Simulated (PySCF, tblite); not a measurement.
**1,3-butadiene (C4H6): infrared bands, NMR shifts and spin-spin couplings**

Wanted: the infrared bands, NMR shifts and spin-spin couplings of 1,3-butadiene (C4H6) (`C=CC=C`), by calculation.

Computed with tblite 0.8.0 and PySCF 2.14.0, with density-fitted response routines of our own, on a single molecule in the gas phase. Atoms are numbered from 0 throughout.

## Step 1: The starting structure

10 atoms, charge 0, multiplicity 1; geometry from: GFN2-xTB.

Bonds of the start (Å): C0–C1 1.33, C1–C2 1.45, C2–C3 1.33, C0–H4 1.08, C0–H5 1.08, C1–H6 1.08, C2–H7 1.08, C3–H8 1.08, C3–H9 1.08.

## Step 2: Vibrational analysis with GFN2-xTB

The job: settings as JSON, then the geometry in Å.

```
{"job": {"kind": "ir", "xc": "GFN2-xTB", "basis": "xTB"}, "charge": 0, "multiplicity": 1}
C      1.700108     0.207104    -0.653653
C      0.690539    -0.184932     0.115671
C     -0.687918     0.186473    -0.119306
C     -1.698187    -0.206456     0.648744
H      1.541209     0.837838    -1.513114
H      2.717163    -0.084612    -0.456282
H      0.872632    -0.818085     0.974411
H     -0.869969     0.820381    -0.977726
H     -2.715515     0.084561     0.450180
H     -1.541179    -0.837617     1.508547
```

**Question.** This job is followed by: GIAO PBE0/pcSseg-1 NMR shielding, non-relativistic, gas phase; B3LYP/pcJ-1 indirect spin-spin coupling, non-relativistic, gas phase. What will the session give for the following? strongest single infrared mode (GFN2-xTB); zero-point energy (GFN2-xTB); 13C shifts against TMS (PBE0/pcSseg-1, means over atoms taken as alike); 1H shifts against TMS (PBE0/pcSseg-1, means over atoms taken as alike); largest coupling of the table (B3LYP/pcJ-1).

The runs gave:

| quantity | value |
| --- | --- |
| strongest single infrared mode (GFN2-xTB) | 3131 cm⁻¹, 76 km/mol |
| zero-point energy (GFN2-xTB) | 52.0 kcal/mol |
| 13C shifts against TMS (PBE0/pcSseg-1, means over atoms taken as alike) | 146.7, 125.3 ppm |
| 1H shifts against TMS (PBE0/pcSseg-1, means over atoms taken as alike) | 6.61, 5.54, 5.45 ppm |
| largest coupling of the table (B3LYP/pcJ-1) | 1J(C,H) C0–H5, 165.7 Hz |

All 24 modes are real, so the xTB geometry is a minimum. GFN2-xTB is a fitted tight-binding method: band positions and strengths are rough. Its intensities can rank the bands wrongly. The most deshielded carbon is C1, C2 (mean) (alkene CH), at 146.7 ppm: as expected for a trigonal carbon in a double bond. H6, H7 (mean) (hydrogen on an alkene CH) lies farthest downfield among hydrogen, at 6.61 ppm; attached to an sp2 carbon and in the plane of the double bond. At PBE0/pcSseg-1: The widest tensor belongs to C1, C2: span 222 ppm, with a paramagnetic part of -215 ppm. In the run at B3LYP/pcJ-1, the largest coupling of the table is C0–H5 (mean over like pairs), 165.7 Hz, of which the Fermi-contact term gives 164.7 Hz. Couplings across rotatable bonds belong to this one conformer; where others are populated, the observed values are averages.
